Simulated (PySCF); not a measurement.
Gas-phase reaction: 2 BH3 + 3 C3H6 (propylene) → 2 B + 3 C3H8

Energies from PySCF, thermal terms from the rigid-rotor harmonic-oscillator model, ideal gas at 1 bar. Table values come from the NASA 1993 polynomials. † marks an energy on the PBE0/def2-TZVP geometry and frequencies; other levels use their own. CCSD(T) freezes the core. Open shells (unrestricted): B (multiplicity 2, electronic degeneracy 6); the rest are closed-shell singlets. Spin-orbit splitting is ignored; it lowers the true energy and changes the entropy of B. CCSD(T) isn't extrapolated to the basis-set limit; its ΔH°(298 K) is 518.9 kJ in def2-SVP and 535.0 kJ in def2-TZVPP. The harmonic model lacks anharmonicity and excited electronic states, which grow with temperature; levels with a mode under 35 cm⁻¹ are left out. Internal rotation in C3H6 (propylene), C3H8 is treated as a harmonic vibration of one conformer, which makes the entropy rough. The table's entry may be an old estimate for BH3 (not checked at source).

```
level              ΔH°(298 K), kJ  minus table  ΔG°(1000 K), kJ
-----------------  --------------  -----------  ---------------
table                       533.5            -            588.1
CCSD(T)/def2-SVP†           518.9        -14.6            578.2
M06-2X/def2-TZVP†           590.0         56.5            649.2
PBE/def2-TZVP†              599.8         66.3            659.1
PBE0/def2-QZVP†             567.4         33.9            626.6
PBE0/def2-SVP†              553.9         20.4            613.1
PBE0/def2-TZVP              566.8         33.3            626.0
```
